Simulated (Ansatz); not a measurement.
**CHBO (SMILES B1=CO1): functionals against CCSD(T) at one geometry**

A test off equilibrium: a structure displaced at random from a GFN2-xTB minimum is computed at several levels, and each is set against CCSD(T).

Program: Ansatz 0.2.0, Gaussian basis. Level of theory: single points in def2-TZVPP. These are calculated values, not measurements.

Cores are frozen in the correlated methods.

## Step 1: Where the work starts

SMILES `B1=CO1`, 4 atoms, charge 0, spin multiplicity 1.

Atoms are counted from 1 here; the program's logs count them from 0.

Bond lengths: B1–C2 1.582 Å, B1–O3 1.568 Å, C2–O3 1.377 Å, C2–H4 1.229 Å. Angles: C2–B1–O3 51.8°, B1–C2–O3 63.5°, B1–C2–H4 158.2°, O3–C2–H4 118.9°, B1–O3–C2 64.6°.

Geometry (Å):

```mol
CHBO
  3D, bonds by distance, orders not assigned

  4  4  0  0  0  0  0  0  0  0999 V2000
   -1.2926   -0.3114    0.0935 B   0  0
    0.1442    0.3441    0.1824 C   0  0
    0.1018   -1.0081   -0.0724 O   0  0
    1.1301    0.9845   -0.1760 H   0  0
  1  2  8  0
  1  3  8  0
  2  3  8  0
  2  4  8  0
M  END
```

## Step 2: CCSD(T)/def2-TZVPP

Input file run/in.yaml:

```yaml
crystal:
  periodic: [false, false, false]
  atoms:
    - {symbol: B, position_ang: [-1.292600, -0.311400, 0.093500]}
    - {symbol: C, position_ang: [0.144200, 0.344100, 0.182400]}
    - {symbol: O, position_ang: [0.101800, -1.008100, -0.072400]}
    - {symbol: H, position_ang: [1.130100, 0.984500, -0.176000]}
basis:
  gaussian: {orbitals: def2-TZVPP}
correlation: {method: ccsd_t}
output: {forces: true}
```

The command line of these runs was not kept.

## Step 3: PBE0-D4/def2-TZVPP

Edit run/in.yaml of step 2 so:

```diff
@@ -9,3 +9,3 @@
   gaussian: {orbitals: def2-TZVPP}
-correlation: {method: ccsd_t}
-output: {forces: true}
+hamiltonian: {xc: pbe0, dispersion: d4}
+output: {forces: true, orbitals: {seedname: orbitals}}
```

## Step 4: wB97M-V/def2-TZVPP

Edit run/in.yaml of step 3 so:

```diff
@@ -9,3 +9,3 @@
   gaussian: {orbitals: def2-TZVPP}
-hamiltonian: {xc: pbe0, dispersion: d4}
-output: {forces: true, orbitals: {seedname: orbitals}}
+hamiltonian: {xc: {name: wB97M-V}}
+output: {forces: true}
```

## Step 5: r2SCAN-D4/def2-TZVPP

Edit run/in.yaml of step 4 so:

```diff
@@ -9,3 +9,3 @@
   gaussian: {orbitals: def2-TZVPP}
-hamiltonian: {xc: {name: wB97M-V}}
+hamiltonian: {xc: r2scan, dispersion: d4}
 output: {forces: true}
```

## Step 6: PBE-D4/def2-TZVPP

Edit run/in.yaml of step 5 so:

```diff
@@ -9,3 +9,3 @@
   gaussian: {orbitals: def2-TZVPP}
-hamiltonian: {xc: r2scan, dispersion: d4}
+hamiltonian: {xc: pbe, dispersion: d4}
 output: {forces: true}
```

## Step 7: revPBE-D4/def2-TZVPP

Edit run/in.yaml of step 6 so:

```diff
@@ -9,3 +9,3 @@
   gaussian: {orbitals: def2-TZVPP}
-hamiltonian: {xc: pbe, dispersion: d4}
+hamiltonian: {xc: {name: revPBE}, dispersion: d4}
 output: {forces: true}
```

## Step 8: CAM-B3LYP-D4/def2-TZVPP

Edit run/in.yaml of step 7 so:

```diff
@@ -9,3 +9,3 @@
   gaussian: {orbitals: def2-TZVPP}
-hamiltonian: {xc: {name: revPBE}, dispersion: d4}
+hamiltonian: {xc: {name: CAM-B3LYP}, dispersion: d4}
 output: {forces: true}
```

(Steps that only read results are left out.)

**Question.** What will these runs give? Wanted: energy less free atoms, CCSD(T)/def2-TZVPP; RMS force component; RMS force error; HOMO and LUMO, PBE0-D4; T1 diagnostic.

**Answer**, as computed:

| quantity | value |
| --- | --- |
| energy less free atoms, CCSD(T)/def2-TZVPP | -13.895 eV |
| RMS force component | 1.468 to 2.297 eV/Å over the methods |
| RMS force error | PBE0-D4 0.412, wB97M-V 0.434, r2SCAN-D4 0.346, PBE-D4 0.544, revPBE-D4 0.544, CAM-B3LYP-D4 0.537 eV/Å |
| HOMO and LUMO, PBE0-D4 | -6.11 and -4.01 eV |
| T1 diagnostic | 0.029 |

In words: Against CCSD(T) the functionals' energies less atoms differ by -1.541 to -0.373 eV, PBE-D4 by -1.541 eV. A larger basis would deepen the CCSD(T) value, while the functionals are nearly converged already, so the order here is not reliable. The forces of r2SCAN-D4 come nearest to CCSD(T), those of PBE-D4 are farthest. Frozen-core CCSD(T) forces in triple zeta carry basis errors of their own, and this is one geometry, so small gaps rank nothing. The T1 diagnostic is large here, over the usual mark for main-group molecules (transition-metal compounds often pass it harmlessly), so CCSD(T) itself may be off. The restricted Hartree–Fock reference is unstable towards an unrestricted one at one or more of these structures.
